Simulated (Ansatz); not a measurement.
**HOBe, doublet in 6-31G: errors against full CI**

Geometry: a point of a stretch scan, not a stationary point.

```yaml
atoms:
  - { symbol: O, position_ang: [0.0000, 0.0000, -0.0494] }
  - { symbol: Be, position_ang: [0.0000, 0.0000, -1.4311] }
  - { symbol: H, position_ang: [0.0000, 0.0000, 1.4806] }
```

Basis 6-31G; Ansatz 0.2.0. Correlated methods freeze the noble-gas cores, which leaves 9 electrons in 18 orbitals. R marks a restricted (for open shells ROHF) determinant, U an unrestricted one. Active spaces: valence = (9e, 9o) chosen from the atoms' valence shells; pair = (3e, 3o) about the gap.

Full CI is exact within this basis and frozen core; it isn't the basis-set limit. The frozen core follows each run's orbitals, which can shift R against U totals by a few meV.

Unrestricted rows (U) aren't spin-pure: their determinants' ⟨S²⟩ exceeds S(S+1) by up to 0.31, so they mix in states of higher spin. For open shells CISD is restricted-active-space CI with the open shells as a complete middle space.

* UHF ⟨S²⟩: 1.058
* T1 diagnostic (RCCSD): 0.0339
* largest doubles amplitude (RCCSD): 0.152
* T1 diagnostic (UCCSD): 0.0744

Question: From what is known of these methods and the diagnostics, rank them by the size of their error in total energy against full CI in 6-31G, smallest first (an estimate: the text doesn't fix the numbers).
A. UHF
B. CASSCF (valence space)
C. MRCISD+Q (valence space)
D. UCCSDT
E. CASSCF (pair space)

Answer: D (0.47 kcal/mol), C (1.61 kcal/mol), B (16.17 kcal/mol), E (83.09 kcal/mol), A (108.96 kcal/mol).

All errors are against full CI in 6-31G. Within each family the higher level lies nearer, as is usual though not guaranteed.

The full-CI state has the irrep A1 of C2v, in the program's axes (one component, if the state is degenerate).

Natural occupations of full CI about the gap: 1.984 1.957 1.957 1.894 0.991 0.106 0.036 0.036 0.017 0.005; effectively unpaired electrons, Σ n²(2−n)², 1.11.
